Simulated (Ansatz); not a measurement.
**CH₂Al (quartet): from Hartree-Fock to the top rungs, 6-31G**

Aim: climb from Hartree-Fock through coupled cluster and multireference methods for CH₂Al (quartet) at one geometry and basis, and see what each rung misses.

Computed with Ansatz 0.2.0, Gaussian basis. Level: 6-31G, core rule «outside noble gas», up to 6 orbitals frozen.

To be run: UHF; CCSD(T) on ROHF; CCSD(T) on UHF; BCCD(T) on ROHF; CISD; CCSDT(Q) on ROHF; CCSDT(Q) on UHF; CISDTQ; CCSDTQ on ROHF; CCSDTQ on UHF; CASSCF and MRCISD+Q, 9 electrons in 10 orbitals; CASSCF and NEVPT4(SD), 9 electrons in 10 orbitals; CASSCF and NEVPT2, 9 electrons in 10 orbitals; Full CI.

3 further runs of the same task are left out: 3 set aside as unsound or not needed.

### 1 The geometry

The geometry is a PBE0/def2-TZVP stationary point (not a proven minimum) of the parent state, kept for this charge and spin.

4 atoms, charge 0, spin multiplicity 4.

Atoms are counted from 1 here; the program's logs count them from 0.

Bond lengths: Al1–C2 1.836 Å, Al1–H3 1.585 Å, C2–H4 1.088 Å. Angles: C2–Al1–H3 133.0°, Al1–C2–H4 142.5°.

### 2 UHF

Input file in.yaml:

```yaml
crystal:
  periodic: [false, false, false]
  atoms:
    - {symbol: Al, position_ang: [0.000000, -0.107766, 0.567543]}
    - {symbol: C, position_ang: [0.000000, 0.196499, -1.243154]}
    - {symbol: H, position_ang: [0.000000, 0.856616, 1.824835]}
    - {symbol: H, position_ang: [0.000000, -0.313339, -2.203862]}
basis:
  gaussian: {orbitals: 6-31G}
magnetization: {spin_polarized: true, initial_magnetization: 3}
hamiltonian: {xc: hf}
output: {orbitals: {seedname: orbitals}}
```

On the command line:

```bash
> ansatz run in.yaml --threads 1 --pin off --events-out ev --progress --plain --max-ram 4096MiB --backend cpu
```

The runs that follow: CCSD(T) on ROHF; CCSD(T) on UHF; BCCD(T) on ROHF; CISD; CCSDT(Q) on ROHF; CCSDT(Q) on UHF; CISDTQ; CCSDTQ on ROHF; CCSDTQ on UHF; CASSCF and MRCISD+Q, 9 electrons in 10 orbitals; CASSCF and NEVPT4(SD), 9 electrons in 10 orbitals; CASSCF and NEVPT2, 9 electrons in 10 orbitals; Full CI.

**Question.** What will the summary of the whole plan be? Wanted: FCI below the RHF energy; RMP2 from FCI; UMP2 from FCI; RCCSD from FCI; RCCSD(T) from FCI; UCCSD(T) from FCI; RCCSDT(Q) from FCI; UCCSDT(Q) from FCI; NEVPT2 valence from FCI.

As calculated:

| quantity | value |
| --- | --- |
| FCI below the RHF energy | -2.7705 eV |
| RMP2 from FCI | +705.5 meV |
| UMP2 from FCI | +667.9 meV |
| RCCSD from FCI | +62.6 meV |
| RCCSD(T) from FCI | +18.6 meV |
| UCCSD(T) from FCI | +18.1 meV |
| RCCSDT(Q) from FCI | +0.5 meV |
| UCCSDT(Q) from FCI | -0.4 meV |
| NEVPT2 valence from FCI | +275.0 meV |
| NEVPT4(SD) valence from FCI | +57.5 meV |
| MRCISD+Q valence from FCI | +24.6 meV |
| levels within 1 kcal/mol (43 meV) | RCCSD(T), UCCSD(T), BCCD(T), RCCSDT, UCCSDT, CISDTQ, RCCSDT(Q), UCCSDT(Q), RCCSDTQ, UCCSDTQ, MRCISD+Q valence |
| T1 diagnostic | 0.023 |
| effectively unpaired electrons | 3.03 |

**Reading.** RCCSD(T) misses by +18.6 meV, 0.7 % of the correlation energy. One determinant dominates. Of the multireference levels listed MRCISD+Q valence comes nearest in total energy (+24.6 meV), which doesn't show that its space is the better one. These misses are within one basis, not against nature; the frozen cores of restricted and unrestricted runs differ, which can shift their rows.
